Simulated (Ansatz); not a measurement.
Ansatz (an electronic-structure program) input for FH, SMILES F (connectivity only; charge and spin as stated), charge +1, multiplicity 2, PBE-D3(BJ)/def2-TZVPD. 

Ansatz 0.2 input:
```yaml
crystal:
  periodic: [false, false, false]
  atoms:
    - {symbol: F, position_ang: [0.00000000, 0.00000000, -0.10445612]}
    - {symbol: H, position_ang: [0.00000000, 0.00000000, 0.94010512]}
basis:
  gaussian:
    orbitals: def2-TZVPD
hamiltonian:
  xc: pbe
  dispersion: d3bj
total_charge: 1
magnetization: {spin_polarized: true, initial_magnetization: 1}
relax: {f_tol: 0.002, max_steps: 200}
```

Log of the run:

```
WARN ansatz: RAYON_NUM_THREADS=1 ignored (pool sized by the plan → 1); use --threads N
Functional definition: PBE
integrals: 0.00 GiB planned
248 factors; their error is unknown
mean field: 0.08 GiB planned
mean field evaluation 1: about -2709.1527 eV, gradient 5.1e1 eV
mean field evaluation 2: about -2700.5682 eV, gradient 7.2e1 eV
mean field evaluation 4: about -2715.7957 eV, gradient 7.5e-1 eV
mean field evaluation 8: about -2715.7926 eV, gradient 1.4e-1 eV
mean field evaluation 16: about -2715.5469 eV, gradient 1.1e1 eV
mean field -2715.79265234 eV, -99.8035391431 hartree, gradient 2.7e-5 eV, S^2 0.751800; 1 other end points of the search recorded, 0 dependent functions left out
the calculation of the forces begins
reference -2715.79266807 eV, -99.8035397213 hartree; 5, 4 occupied and 44, 45 virtual orbitals, 248 factors
relax step   1: F+E_penalty+E_count = -2715.79574021 eV  Δ(F+E_penalty+E_count) = +0.000e0 eV  max|allowed force component| = 5.048e-1 eV/Å  Δτ_max = 0.0000 Å  (49 SCF iters, accepted)
these checks for a lower state are left out or cut short: starts, cluster_reference, orbital_swaps, neighbouring_geometries, increment
integrals: 0.00 GiB planned
248 factors; their error is unknown
mean field: 0.08 GiB planned
mean field evaluation 32: about -2715.7962 eV, gradient 1.1e-5 eV
mean field -2715.79623547 eV, -99.8036708206 hartree, gradient 1.1e-5 eV, S^2 0.751772; 0 other end points of the search recorded, 0 dependent functions left out
the calculation of the forces begins
reference -2715.79625096 eV, -99.8036713898 hartree; 5, 4 occupied and 44, 45 virtual orbitals, 248 factors
relax step   2: F+E_penalty+E_count = -2715.79932206 eV  Δ(F+E_penalty+E_count) = -3.582e-3 eV  max|allowed force component| = 2.530e-1 eV/Å  Δτ_max = 0.0047 Å  (31 SCF iters, accepted)
these checks for a lower state are left out or cut short: starts, cluster_reference, orbital_swaps, neighbouring_geometries, increment
integrals: 0.00 GiB planned
248 factors; their error is unknown
mean field: 0.08 GiB planned
mean field -2715.79736328 eV, -99.8037122669 hartree, gradient 1.1e-5 eV, S^2 0.751744; 0 other end points of the search recorded, 0 dependent functions left out
the calculation of the forces begins
reference -2715.79737852 eV, -99.8037128270 hartree; 5, 4 occupied and 44, 45 virtual orbitals, 248 factors
relax step   3: F+E_penalty+E_count = -2715.80044883 eV  Δ(F+E_penalty+E_count) = -1.127e-3 eV  max|allowed force component| = 1.432e-2 eV/Å  Δτ_max = 0.0047 Å  (32 SCF iters, accepted)
these checks for a lower state are left out or cut short: starts, cluster_reference, orbital_swaps, neighbouring_geometries, increment
integrals: 0.00 GiB planned
248 factors; their error is unknown
mean field: 0.08 GiB planned
mean field -2715.79736664 eV, -99.8037123906 hartree, gradient 1.1e-5 eV, S^2 0.751746; 0 other end points of the search recorded, 0 dependent functions left out
the calculation of the forces begins
reference -2715.79738190 eV, -99.8037129513 hartree; 5, 4 occupied and 44, 45 virtual orbitals, 248 factors
relax step   4: F+E_penalty+E_count = -2715.80045225 eV  Δ(F+E_penalty+E_count) = -3.421e-6 eV  max|allowed force component| = 1.571e-3 eV/Å  Δτ_max = 0.0003 Å  (31 SCF iters, accepted)
integrals: 0.00 GiB planned
248 factors; their error is unknown
mean field: 0.08 GiB planned
mean field evaluation 64: about -2715.7974 eV, gradient 8.8e-3 eV
mean field -2715.79736664 eV, -99.8037123906 hartree, gradient 1.1e-5 eV, S^2 0.751746; 2 other end points of the search recorded, 0 dependent functions left out
the calculation of the forces begins
reference -2715.79738190 eV, -99.8037129513 hartree; 5, 4 occupied and 44, 45 virtual orbitals, 248 factors
Total energy: -2715.80046751 eV, -99.8038263453 hartree
Atom 0 at     0.000000    -0.000000    -0.095354 Å, force     0.000000    -0.000000     0.001571 eV/Å
Atom 1 at    -0.000000     0.000000     0.931003 Å, force    -0.000000    -0.000000    -0.001571 eV/Å
Dipole moment:    -0.000000     0.000000     0.485587 e Å
```

The run converged.

Cost: around 1.2 core-seconds (rough).
